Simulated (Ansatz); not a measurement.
**The cluster CuF2: the relaxed shape and its frontier levels**

What does the cluster CuF2 look like as a doublet, and where do its frontier electrons sit?

Method: UKS PBE0-D4/def2-TZVP; program: Ansatz 0.2.0, Gaussian basis.

Levels to be run: relaxation at PBE-D4/def2-TZVP; a single point at PBE0-D4/def2-TZVP.

2 further runs of the same task are left out: 2 set aside as unsound or not needed. Runs told in other sessions of the task aren't counted.

**1. The system as given**

3 atoms, charge 0, spin multiplicity 2.

Atoms are counted from 1 here; the program's logs count them from 0.

Bond lengths: Cu1–F2 1.702 Å, Cu1–F3 1.701 Å. Angles: F2–Cu1–F3 180.0°.

No spin-orbit coupling is included.

The start is a GFN1-xTB geometry.

**2. Relaxation at PBE-D4/def2-TZVP**

File in.yaml:

```yaml
crystal:
  periodic: [false, false, false]
  atoms:
    - {symbol: Cu, position_ang: [0.000170, -0.000110, -0.000240]}
    - {symbol: F, position_ang: [-0.340300, 1.603390, 0.457040]}
    - {symbol: F, position_ang: [0.340130, -1.603280, -0.456800]}
basis:
  gaussian: {orbitals: def2-TZVP}
magnetization: {spin_polarized: true, initial_magnetization: 1}
hamiltonian: {xc: pbe, dispersion: d4}
scf: {omitted_lower_state_checks: [starts]}
output: {orbitals: {seedname: orbitals}}
relax: {f_tol: 0.02, max_steps: 100}
```

Launch:

```sh
$ ansatz run in.yaml --threads 4 --pin off --events-out ev --progress --plain --max-ram 3916MiB
```

The runs that follow: Single point, PBE0-D4/def2-TZVP.

Q: Predict the results of all the runs planned. Wanted: point group; near neighbours of the metal; HOMO, LUMO at PBE0-D4/def2-TZVP; ⟨S²⟩; charge on the metal; spin on the metal; dipole at PBE-D4/def2-TZVP.

As calculated:

```
                                         quantity             value
                                      point group               D∞h
                     near neighbours of the metal  F 1.74, F 1.74 Å
HOMO, LUMO at PBE0-D4/def2-TZVP (over both spins)  -10.04, -6.02 eV
                                             ⟨S²⟩             0.753
charge on the metal (Mulliken, PBE0-D4/def2-TZVP)           +1.00 e
                     spin on the metal (Mulliken)              0.89
                       dipole at PBE-D4/def2-TZVP            0.00 D
```

What this shows: The molecule keeps its bonding pattern by the stored test; the atoms moved 0.03 Å (rms). Of 1 unpaired electron, 0.89 sit on the metal by Mulliken's count. No usable vibrations, so a minimum isn't proven. The alpha HOMO lies nearest to F2, F3 about 42 % each; Cu1 15 % and the alpha LUMO to Cu1 59 %; F2, F3 about 21 % each (shares on a coarse grid); over both spins the HOMO and the LUMO of beta spin, not drawn, take the frontier's place. Whether this spin is the lowest isn't tested here.
